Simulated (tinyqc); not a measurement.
Worked calculation: ROHF in the sto-3g basis, for LiH+, spin multiplicity 2. One step of it, computed by the program tinyqc.

Question. Orthogonalisation. S = U s U^T; symmetric (Loewdin) form X = U s^(-1/2) U^T, so that X^T S X = 1.

overlap S:
```
           1Li 1s    1Li 2s   1Li 2px   1Li 2py   1Li 2pz     2H 1s
1Li 1s   1.000000  0.241137  0.000000  0.000000  0.000000  0.034110
1Li 2s   0.241137  1.000000  0.000000  0.000000  0.000000  0.320257
1Li 2px  0.000000  0.000000  1.000000  0.000000  0.000000  0.000000
1Li 2py  0.000000  0.000000  0.000000  1.000000  0.000000  0.000000
1Li 2pz  0.000000  0.000000  0.000000  0.000000  1.000000  0.444973
2H 1s    0.034110  0.320257  0.000000  0.000000  0.444973  1.000000
```

Give: eigenvalues of S; X.

Answer.

eigenvalues of S: 0.4398  0.8021  1.0000  1.0000  1.1796  1.5784

X:
```
          1Li 1s   1Li 2s  1Li 2px  1Li 2py  1Li 2pz    2H 1s
1Li 1s    1.0234  -0.1305   0.0000   0.0000  -0.0072   0.0171
1Li 2s   -0.1305   1.0749   0.0000   0.0000   0.0708  -0.2040
1Li 2px   0.0000   0.0000   1.0000   0.0000   0.0000   0.0000
1Li 2py   0.0000   0.0000   0.0000   1.0000   0.0000   0.0000
1Li 2pz  -0.0072   0.0708   0.0000   0.0000   1.0962  -0.2780
2H 1s     0.0171  -0.2040   0.0000   0.0000  -0.2780   1.1466
```
